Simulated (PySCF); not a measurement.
Species: C5H9O (doublet state).
Cartesian coordinates in Å at the GFN2-xTB level; atoms count from 1:
```
atom  x, y, z in Å
C1    -1.817   -1.179    0.123
C2    -0.634   -0.305    0.173
C3    -0.986    1.145   -0.219
O4     0.352   -0.841   -0.695
C5     1.647   -0.505   -0.516
C6     2.207    0.270    0.400
H7    -2.726   -0.869    0.596
H8    -1.783   -2.090   -0.438
H9    -0.229   -0.281    1.205
H10   -1.725    1.543    0.469
H11   -0.095    1.767   -0.192
H12   -1.392    1.159   -1.228
H13    2.244   -0.998   -1.273
H14    3.271    0.411    0.401
H15    1.660    0.781    1.173
```

The hyperfine couplings belong to this conformer and change with its torsions.

Identity: `[CH2][C@@H](OC=C)C` [radical].

The calculation used PySCF 2.14.0, UKS B3LYP, pcH-1 on C H O, non-relativistic, mean-field spin-orbit, GIAO. The structure is a single GFN2-xTB conformer in the gas phase; no vibrational or solvent corrections. Couplings are sensitive to structure, and on GFN2-xTB geometries they can be far from those on DFT ones. The SCF solution wasn't tested for stability.

Principal values of hyperfine tensors in MHz (contact and dipolar terms together), for some of the nuclei:

| atom | isotope | A1 | A2 | A3 |
| --- | --- | --- | --- | --- |
| H9 | 1H | 115.50 | 118.26 | 130.99 |
| C1 | 13C | 6.48 | 7.05 | 252.18 |
| H8 | 1H | -106.00 | -65.97 | -26.21 |
| H7 | 1H | -103.01 | -63.63 | -23.46 |
| C2 | 13C | -38.71 | -35.62 | -34.58 |
| H11 | 1H | 6.88 | 8.00 | 14.55 |
| H12 | 1H | -8.78 | -5.41 | 4.33 |
| H10 | 1H | -6.95 | -5.56 | 3.92 |

(1) Give the isotropic coupling of each nucleus in MHz and in mT (g = 2.0026), and the anisotropic part.

(2) What spin density at the nucleus of H7 lies behind its contact coupling (g_N = 5.58569)?

(3) C3 (13C, g_N = 1.40482) isn't in the table. Its spin density at the nucleus is 0.05342 bohr⁻³. What is its contact coupling?

(4) Name the largest traceless tensor T of the table and describe it.

(5) In a single crystal, with the field along each principal axis of the tensor of H8 in turn, what first-order splitting does this nucleus give (isotropic g, quadrupole terms neglected)?

Results:

(1) a_iso = (A1 + A2 + A3)/3, Ti = Ai − a_iso; 1 mT corresponds to 28.028 MHz.

```
atom  a_iso (MHz)  a_iso (mT)      T1      T2      T3
  H9       121.58       4.338   -6.08   -3.33    9.41
  C1        88.57       3.160  -82.09  -81.52  163.61
  H8       -66.06      -2.357  -39.94    0.09   39.84
  H7       -63.37      -2.261  -39.64   -0.27   39.91
  C2       -36.30      -1.295   -2.40    0.68    1.72
 H11         9.81       0.350   -2.93   -1.81    4.74
 H12        -3.29      -0.117   -5.49   -2.12    7.61
 H10        -2.86      -0.102   -4.09   -2.70    6.79
```

(2) a_FC = 800.24 MHz bohr³ × g_N × ρ(0)/(2S). With a_FC = -63.37 MHz and 2S = 1, ρ(0) = -0.01418 bohr⁻³. In magnitude that is 4.5 % of the 1/π = 0.318 of a free hydrogen atom.

(3) By the same relation, a_FC = 60.1 MHz. Its full tensor has the principal values 55.74, 55.91, 68.53 MHz.

(4) C1: -82.1, -81.5, 163.6 MHz, axial, in the ratio −1:−1:+2, the form that spin in one p orbital centred on that nucleus gives.

(5) 2 lines (I = 1/2), spaced by |A_i|/(g × 13.996): 3.78, 2.35, 0.94 mT along the axes of A1, A2 and A3.

Time: 42 s (grids of density and orbitals included); peak memory 0.87 GiB. Hardware: one thread, Arm Neoverse V2 (aarch64), no GPU, shared host.
